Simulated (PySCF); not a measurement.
# P2: from the state search to spectroscopic constants

The task here is to estimate one member of a computed series from the others.

Method: P aug-pcseg-1, no relativity; program: PySCF 2.14.0.

The first run:

The job is set up so:

```yaml
atoms: P, P
charge: 0
basis: P aug-pcseg-1
Hamiltonian: no relativity
basis_functions: 54
electrons_treated: 30
masses_in_u: 30.9738, 30.9738
levels: PBE0, PBE, r²SCAN, B3LYP, r²SCANh, revPBE, HSE06, HF, MP2, SCS-MP2, CCSD, CCSD(T)
grid: 80 radial by 434 angular points
occupations: held fixed by the projection of orbital angular momentum
dissociation_limit: P + P, each in its ground configuration
starting_distance_in_angstrom: 2.130
values_of_2S_to_try: 0, 2, 4
```

Started as:

```console
$ OMP_NUM_THREADS=1 python dia.py task.json out
```

Among the steps run: Input; First curve: PBE0; Higher solutions at PBE0; PBE (GGA); r²SCAN; B3LYP; r²SCANh (hybrid meta-GGA); revPBE; HSE06 (range-separated hybrid); RHF (mean field); MP2 and coupled cluster.

One table of the session follows, with a row left open; its other results are not shown here.

| level | Re (Å) | ωe (cm⁻¹) | De (eV) |
| --- | --- | --- | --- |
| RHF | 1.860 | 908 | 1.46 |
| RHF-MP2 | 1.939 | 713 | 4.21 |
| RHF-SCS-MP2 | 1.934 | 727 | 4.19 |
| RHF-CCSD | 1.913 | 791 | 3.69 |
| RHF-CCSD(T) | 1.928 | 757 | 4.03 |
| PBE | 1.919 | 774 | 5.10 |
| revPBE | ? | ? | ? |
| r²SCAN | 1.902 | 805 | 4.72 |
| r²SCANh | 1.895 | 820 | 4.57 |
| B3LYP | 1.904 | 801 | 4.81 |
| PBE0 | 1.893 | 825 | 4.65 |
| HSE06 | 1.895 | 822 | 4.65 |
| measured | 1.8934 | 780.77 | n/a |

**Question.** Estimate the row for revPBE.

**Answer.** Re (Å): 1.922; ωe (cm⁻¹): 770; De (eV): 4.85. In the column «Re (Å)» it lies between PBE (1.919) and RHF-CCSD(T) (1.928).

De is counted to P + P in their ground configurations.
